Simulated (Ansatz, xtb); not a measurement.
C3H4F3+: where a starting geometry ends

The starting geometry of this gas-phase singlet was built from a drawn formula by distance geometry and a force field; its bonds are those of `CC(F)(F)[CH+]F`.

```yaml
atoms:
  - { symbol: C, position_ang: [-0.3828, -1.7862, 2.2171] }
  - { symbol: C, position_ang: [-0.2867, -1.0991, 0.9193] }
  - { symbol: C, position_ang: [0.2636, 0.2108, 0.9004] }
  - { symbol: F, position_ang: [0.5001, -1.9256, 0.0496] }
  - { symbol: F, position_ang: [-1.4847, -1.1451, 0.3054] }
  - { symbol: F, position_ang: [0.5921, 0.8744, 2.0708] }
  - { symbol: H, position_ang: [-0.8125, -2.7906, 2.1037] }
  - { symbol: H, position_ang: [0.6042, -1.8899, 2.6762] }
  - { symbol: H, position_ang: [-1.0587, -1.2862, 2.8709] }
  - { symbol: H, position_ang: [0.3840, 0.9130, 0.0780] }
```

Problem. Where would you expect an optimisation with r2SCAN-D4/def2-SVP to take it?

Solution. It rearranges to `C[C+](F)C(F)F`. Contacts that open: C2–F4 (1.43 → 2.22 Å). Contacts that close: C3–F4 (2.31 → 1.35 Å).

The energy falls by 1.90 eV over 38 steps:

```tsv
step	E − E(last) (eV)
1	1.897
5	0.742
9	0.687
13	0.536
17	0.043
22	0.030
26	0.020
30	0.005
34	0.001
38	0.000
```

Final geometry (Å):

```yaml
atoms:
  - { symbol: C, position_ang: [-0.5798, -1.8723, 2.2946] }
  - { symbol: C, position_ang: [-0.6025, -1.1336, 1.0726] }
  - { symbol: C, position_ang: [0.3825, -0.0188, 0.7214] }
  - { symbol: F, position_ang: [1.3541, -0.7255, 0.1021] }
  - { symbol: F, position_ang: [-1.4225, -1.4210, 0.1569] }
  - { symbol: F, position_ang: [0.8384, 0.5145, 1.8500] }
  - { symbol: H, position_ang: [-1.2465, -2.7441, 2.3005] }
  - { symbol: H, position_ang: [0.4764, -2.1169, 2.5390] }
  - { symbol: H, position_ang: [-0.8370, -1.1523, 3.1075] }
  - { symbol: H, position_ang: [-0.0444, 0.7455, 0.0467] }
```

From the same start GFN2-xTB reaches the same bonding as this run.

The end wasn't checked by frequencies. Run with Ansatz 0.2.0, 80 s on 2 threads of Intel(R) Xeon(R) Platinum 8488C (Sapphire Rapids) (shared host).
